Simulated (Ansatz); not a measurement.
Two shapes of doublet CS₂(+).

Shape 1:

```xyz
3

S     0.0000   -0.0001   -1.6816
C     0.0000    0.0001    0.0000
S     0.0000   -0.0001    1.6816
```

Shape 2:

```xyz
3

S     0.0000   -0.0001   -1.5570
C     0.0000    0.0001    0.0000
S     0.0000   -0.0001    1.5570
```

Basis set: def2-SVP (spherical functions). Correlated methods keep 11 orbitals frozen. Correlation on ROHF uses semicanonical orbitals with singles. Charge 1, multiplicity 2.

Computed with Ansatz (development build ahead of 0.2.0); the reference of a correlated method needn't be the lowest determinant of its kind.

(1) Which shape is lower in energy, and by how much in each method?

Answers

(1)

```
      method  E(2) − E(1) (eV)
        ROHF            -0.917
         UHF            -0.622
ROHF-CCSD(T)            -0.500
 UHF-CCSD(T)            -0.513
```

Shape 2 is lower. Caution for ROHF, ROHF-CCSD(T): an unrestricted determinant lies well below; the determinant may break the point group. Caution for UHF, UHF-CCSD(T): the unrestricted determinant is spin contaminated. Caution for ROHF-CCSD(T): the determinant is a saddle point.
